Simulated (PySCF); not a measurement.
**Vibration and rotation of BN⁺**

PBE0 constants of BN⁺, ⁴Σ⁻ (quartet), unpaired electrons σ ↑, π ↑↑ (PySCF, no relativity, basis sets B def2-TZVP, N def2-TZVP; masses 11.0093 and 14.0031 u):

| Quantity | Value |
| --- | --- |
| ωe | 1168.0 cm⁻¹ |
| ωexe | 18.2 cm⁻¹ |
| Be | 1.3281 cm⁻¹ |
| αe | 0.0216 cm⁻¹ |
| De to B⁺ + N | 2.22 eV |

(1) What force constant and bond length do these constants imply?

(2) Estimate the centrifugal constant D from the Kratzer relation and find the Dunham coefficient a1.

For an ion De counts to the pair picked by the measured ionisation energies or electron affinities, which need not be the lowest pair at this level. The state is the lowest determinant that a PBE0 search found; another state may lie lower at other levels.

Answers

(1) Reduced mass μred = 6.1635 u; k = 5.8918×10⁻⁷·μred·ωe² (u, cm⁻¹, mdyn/Å) = 4.95 mdyn/Å; Re = √(16.8576/(μred·Be)) (u, cm⁻¹, Å) = 1.435 Å.

(2) D = 4Be³/ωe² = 6.87e-06 cm⁻¹; a1 = −1 − αeωe/(6Be²) = -3.38.
